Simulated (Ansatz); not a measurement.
Calculation: frozen-core CCSD(T)/cc-pVTZ run with Ansatz (a program for electronic structure).

Ansatz 0.2 input:
```yaml
crystal:
  periodic: [false, false, false]
  atoms:
    - { symbol: Cl, position_ang: [0.0, 0.0, 0.0] }
basis:
  gaussian: { orbitals: cc-pVTZ }
correlation:
  method: ccsd_t
magnetization:
  spin_polarized: true
  initial_magnetization: 1
```

Output:

```
Functional definition: HF
196 factors; integrals over basis functions are off by at most 1.5e-4 eV
mean field evaluation 1: about -12503.0172 eV, gradient 5.7e0 eV
mean field evaluation 2: about -12503.0196 eV, gradient 5.7e0 eV
mean field evaluation 4: about -12503.2315 eV, gradient 5.2e-1 eV
mean field evaluation 8: about -12503.2356 eV, gradient 4.2e-3 eV
mean field evaluation 16: about -12503.2330 eV, gradient 5.9e-1 eV
mean field evaluation 32: about -12503.2356 eV, gradient 2.6e-3 eV
mean field evaluation 64: about -12503.2356 eV, gradient 4.0e-3 eV
mean field -12503.23561632 eV, -459.4854339022 hartree, gradient 3.9e-6 eV, S^2 0.759299; 4 other end points of the search recorded, 0 dependent functions left out
5 core orbitals not correlated
reference -12503.23561632 eV, -459.4854339022 hartree; 4, 3 occupied and 25, 26 virtual orbitals, 196 factors
second order -4.29743940 eV of doubles, -0.00000000 eV of singles
cycle   1  -4.78249330 eV  change   -4.9e-1 eV  update   3.8e-2
cycle   2  -4.91513560 eV  change   -1.3e-1 eV  update   1.2e-2
cycle   3  -4.92155891 eV  change   -6.4e-3 eV  update   2.6e-3
cycle   4  -4.92111160 eV  change    4.5e-4 eV  update   3.9e-4
cycle   5  -4.92107844 eV  change    3.3e-5 eV  update   9.5e-5
cycle   6  -4.92110391 eV  change   -2.5e-5 eV  update   2.7e-5
cycle   7  -4.92110386 eV  change    5.2e-8 eV  update   7.2e-6
perturbative correction -0.15039659 eV, -0.0055269728 hartree
Total energy: -12508.30711677 eV, -459.6718081062 hartree
```

Cost: about 0.7 core-seconds (a rough figure).
